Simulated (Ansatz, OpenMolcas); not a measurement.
**Exact exchange and the electronic atomisation energy of SO (sulfur oxide)**

The species is SO (2 atoms), meant as a triplet with charge 0. SMILES: `O=S`. Geometry: the measured bond length.

The electronic atomisation energy y, in eV, basis def2-TZVPPD; a is the functional's share of exact exchange. Programs: Ansatz 0.2.0, OpenMolcas 26.06.

```
functional     program     a  y (eV)
  U-r2SCAN      Ansatz     0    5.74
     UTPSS  OpenMolcas     0    5.61
    UB3LYP      Ansatz   0.2    5.47
     UPBE0      Ansatz  0.25    5.49
 U-r2SCAN0      Ansatz  0.25       ?
    UBHLYP      Ansatz   0.5    4.75
```

Problem. Fit y = c + s·a to the known rows and predict U-r2SCAN0.

Solution. 
1. Means of the 5 rows: a = 0.1900, y = 5.412.
2. Σ(Δa)² = 0.172, Σ(Δa·Δy) = -0.2999, so the slope is -0.2999/0.172 = -1.7436.
3. Intercept: 5.412 − (-1.7436) × 0.1900 = 5.743. The largest residual of the fit is 0.18.
4. U-r2SCAN0: 5.743 + (-1.7436) × 0.25 = 5.31 eV.

The run gave 5.24 eV, so the prediction is off by +0.07 eV, within the scatter of the fit.
